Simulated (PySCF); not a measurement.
Species: bicyclo[2.1.0]pent-2-ene, C5H6.
SMILES with atom numbers: `[CH:1]1=[CH:2][C@@H:3]2[CH2:4][C@H:5]12` (hydrogens: H6 on C1; H7 on C2; H8 on C3; H9, H10 on C4; H11 on C5)

Geometry (PBE0-D3(BJ)/def2-SVP, Å), atoms numbered from 1 in this order:
```xyz
11
C5H6 angstrom
C      0.9136    0.9631   -0.2837
C      1.2701   -0.3322   -0.3474
C      0.0630   -0.7897    0.4449
C     -1.1972   -0.3170   -0.2401
C     -0.3373    0.6668    0.5168
H      1.2754    1.8731   -0.7696
H      2.0332   -0.8813   -0.9053
H      0.0446   -1.5017    1.2730
H     -1.2287   -0.2717   -1.3343
H     -2.1415   -0.6001    0.2401
H     -0.6952    1.1908    1.4058
```

The closed-shell ground state was solved at several levels (PySCF, density fitting, gas phase, non-relativistic).

```json
{"level": "PBE0/def2-TZVPD", "basis functions": "239", "HOMO (eV)": "-6.40", "LUMO (eV)": "-0.13", "gap (eV)": "6.27", "dipole (D)": "0.46"}
{"level": "PBE0/def2-SVP", "basis functions": "100", "HOMO (eV)": "-6.38", "LUMO (eV)": "0.06", "gap (eV)": "6.44", "dipole (D)": "0.42"}
{"level": "PBE0/def2-SVPD", "basis functions": "148", "HOMO (eV)": "-6.43", "LUMO (eV)": "-0.11", "gap (eV)": "6.32", "dipole (D)": "0.46"}
{"level": "LDA/def2-SVPD", "basis functions": "148", "HOMO (eV)": "-5.50", "LUMO (eV)": "-1.36", "gap (eV)": "4.14", "dipole (D)": "0.51"}
{"level": "B3LYP/pcJ-1", "basis functions": "195", "HOMO (eV)": "-6.19", "LUMO (eV)": "-0.25", "gap (eV)": "5.94", "dipole (D)": "0.44"}
{"level": "wB97X-D/def2-SVPD", "basis functions": "148", "HOMO (eV)": "-8.28", "LUMO (eV)": "1.73", "gap (eV)": "10.01", "dipole (D)": "0.45"}
{"level": "HF/def2-SVPD", "basis functions": "148", "HOMO (eV)": "-8.81", "LUMO (eV)": "2.97", "gap (eV)": "11.78", "dipole (D)": "0.41"}
{"level": "PBE0/def2-TZVP", "basis functions": "191", "HOMO (eV)": "-6.38", "LUMO (eV)": "-0.08", "gap (eV)": "6.30", "dipole (D)": "0.45"}
```

Problem. Estimate the row for B3LYP/def2-SVPD, a basis of 148 functions; the other rows only guide the guess.

Solution. HOMO -6.23 eV, LUMO -0.35 eV, gap 5.88 eV, dipole 0.45 D.

Problem. Over all these levels, which gives the widest orbital gap and which the narrowest?

Solution. HF/def2-SVPD (Hartree–Fock, all exact exchange) has the widest, 11.78 eV, and LDA/def2-SVPD (LDA) the narrowest, 4.14 eV. The two share the basis. From the narrowest to the widest the HOMO moves by -3.31 eV and the LUMO by +4.33 eV.

Problem. How much does the basis alone move the frontier levels among the 4 PBE0 rows?

Solution. The HOMO by 0.05 eV and the LUMO by 0.19 eV. By rising basis size (HOMO, LUMO in eV): def2-SVP -6.38, 0.06; def2-SVPD -6.43, -0.11; def2-TZVP -6.38, -0.08; def2-TZVPD -6.40, -0.13.

Problem. In the def2-SVPD basis, how does the gap go with the fixed share of exact exchange?

Solution. LDA (0 %) 4.14 eV; B3LYP (20 %) 5.88 eV; PBE0 (25 %) 6.32 eV; HF (100 %) 11.78 eV. Each rise in the share widens the gap here.

Problem. How far do the dipole and the HOMO energy spread over the levels?

Solution. The dipole runs from 0.41 to 0.51 D (mean 0.45 D) and the HOMO from -8.81 to -5.50 eV.
